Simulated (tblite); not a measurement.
Species: C3H2Cl (doublet state).
SMILES: `[C]#CCCl`

Computed with GFN2-xTB (tblite): harmonic, unscaled wavenumbers at the GFN2-xTB geometry, gas phase. Against measured fundamentals such values can be off by several per cent, at times by over 20. Open shells enter through the occupations alone, without spin polarisation, and single modes of such species can be off by tens of per cent.

Harmonic wavenumbers (cm⁻¹): 156.1, 182.5, 330.1, 681.9, 838.7, 957.6, 1080.1, 1186.9, 1374.4, 2301.9, 2961.0, 2964.3.

A = 24722, B = 3378, C = 3030 MHz; mass 72.985 u (most abundant isotopes); point group Cs, symmetry number 1; spin multiplicity 2.

Problem. Zero-point energy?

Solution. Half the sum of the wavenumbers: 7508 cm⁻¹ = 89.81 kJ/mol.

Problem. Entropy at 400 K, 1 bar (ideal gas, RRHO, classical rotation)?

Solution. Translation 168.47, rotation 106.82, vibration 39.98, spin (R ln 2) 5.76: S = 321.0 J/(mol K).

Problem. And Cp and H(400 K) − H(0)?

Solution. Cp = 75.92 J/(mol K), of which vibrations give 42.66 (their classical limit is 12 R = 99.8); H(400 K) − H(0) = 22.13 kJ/mol without the zero-point energy, 8.83 from vibrations.

Problem. How do the functions run with temperature in this model?

Solution. 
```
T (K)  S (J/(mol K))  Cp (J/(mol K))  H − H(0) (kJ/mol)  G − H(0) (kJ/mol)  ln q(vib)
  100          240.8            45.3               3.75             -20.33       0.20
  200          275.9            56.3               8.87             -46.31       0.82
  300          300.6            66.4              15.00             -75.18       1.49
  500          338.9            83.8              30.13            -139.30       2.81
  800          382.2           100.3              57.96            -247.77       4.67
 1000          405.4           107.5              78.78            -326.58       5.81
```

q(vib) and H(0) count from the zero-point level.

Problem. Which modes carry the vibrational entropy at 400 K?

Solution. 156.1 cm⁻¹: 13.22; 182.5 cm⁻¹: 11.96; 330.1 cm⁻¹: 7.36; 681.9 cm⁻¹: 2.67; 838.7 cm⁻¹: 1.71; 957.6 cm⁻¹: 1.21 J/(mol K); the other 6 give 1.85 together.

Hindered rotation and anharmonicity are outside this model.
